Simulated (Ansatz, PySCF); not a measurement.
Molecule: CH5Si, net charge 0, doublet state. It need not be the lowest isomer of its formula. SMILES: [CH2][SiH3]
Geometry: optimised at B3LYP-D3(BJ)/def2-TZVP (Ansatz, a first-principles code).


Property: enthalpy of formation at 298 K (from the atomisation energy, B3LYP-D3(BJ)/def2-TZVP harmonic zero-point and thermal terms from PySCF, and the atoms' enthalpies of formation in the G2/97 table, which holds older values for B and Si; no spin-orbit terms, and no core term in the frozen-core levels), in kcal/mol. Cores are frozen in the correlated levels unless marked. Open shells are spin-unrestricted. No spin-orbit coupling. No relativistic terms. The coupled-cluster limit lacks core correlation, which all-electron functionals hold. CBS marks a two-point X^-3 extrapolation of the correlation energy; Hartree-Fock from the larger set. The bracket is a focal-point correction in the basis named.

```
level                                                                 program  enthalpy of formation at 298 K (kcal/mol)
-------------------------------------------------------------  --------------  -----------------------------------------
HF/cc-pV(T+d)Z                                                         Ansatz                                      154.3
RI-HF/aug-cc-pV(T+d)Z                                                  Ansatz                                      154.3
RI-HF/def2-QZVPPD                                                      Ansatz                                      153.1
BLYP/def2-TZVPD                                                        Ansatz                                       50.1
TPSS-D3(BJ)/def2-TZVPD                                          PySCF + dftd3                                       27.3
TPSS-D4/def2-TZVPD                                              PySCF + dftd4                                       27.4
B3LYP-D4/def2-TZVPD                                            Ansatz + dftd4                                       39.4
PBE0-D3(BJ)/def2-TZVPD                                         Ansatz + dftd3                                       43.9
r2SCANh/def2-TZVPD                                                     Ansatz                                       40.1
MN15-D3(BJ)/def2-TZVPD                                          PySCF + dftd3                                       39.8
LC-wPBE-D3(BJ)/def2-TZVPD                                      Ansatz + dftd3                                       42.6
wB97X-V/def2-TZVPD                                                     Ansatz                                       39.2
B2GP-PLYP-D4/def2-TZVPD                                        Ansatz + dftd4                                       49.0
RPA@PBE/cc-pV(Q+d)Z                                                    Ansatz                                       65.3
MP2/cc-pV(T+d)Z                                                        Ansatz                                       57.9
RI-MP2/CBS(def2-TZVPP,def2-QZVPP)                                      Ansatz                                       45.9
RI-MP2/CBS(def2-TZVPPD,def2-QZVPPD)                                    Ansatz                                       46.0
CCSD/aug-cc-pV(D+d)Z                                                   Ansatz                                       77.2
CCSD/def2-SVPD                                                         Ansatz                                       69.2
RI-MP2/CBS(def2-TZVPP,def2-QZVPP)+[CCSD(T)-MP2]/def2-SVP               Ansatz                                       40.3
RI-MP2/CBS(def2-TZVPPD,def2-QZVPPD)+[CCSD(T)-MP2]/def2-TZVPPD          Ansatz                                       41.4
```
